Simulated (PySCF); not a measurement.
Isomers of C5H5F, mass 84.038 u with the commonest isotopes. Theory: PBE0-D3(BJ)/def2-SVP geometry optimisation, gas phase in PySCF 2.14.0. One conformer each, none proved a minimum here; rigid rotors.

Question: Order these by dipole moment, largest first.
A. `FC1=CC=CC1`
B. `C#CC1(F)CC1`
C. `F[C@@]12C=C[C@@H]1C2`

Answer: B (1.75 D), C (1.52 D), A (1.09 D).

Question: Order these by rotational constant B, smallest first.
A. `C1C(F)(C#C)C1`
B. `FC1=CC=CC1`
C. `F[C@@]12C=C[C@@H]1C2`

Answer: A (3057 MHz), B (3368 MHz), C (4069 MHz).

Question: Order these by rotational constant A, largest first.
A. `F[C@@]12C=C[C@@H]1C2`
B. `C#CC1(F)CC1`
C. `FC1=CC=CC1`

Answer: C (8342 MHz), A (6620 MHz), B (6198 MHz).

| SMILES | point group | Ia (u·Å²) | Ib (u·Å²) | Ic (u·Å²) | κ | μa (D) | μb (D) | μc (D) |
| --- | --- | --- | --- | --- | --- | --- | --- | --- |
| C#CC1(F)CC1 | Cs | 81.54 | 165.30 | 206.74 | -0.67 | 0.08 | 1.74 | 0.00 |
| F[C@@]12C=C[C@@H]1C2 | C1 | 76.34 | 124.21 | 160.64 | -0.47 | 1.27 | 0.71 | 0.43 |
| FC1=CC=CC1 | Cs | 60.58 | 150.04 | 207.47 | -0.68 | 0.93 | 0.58 | 0.01 |
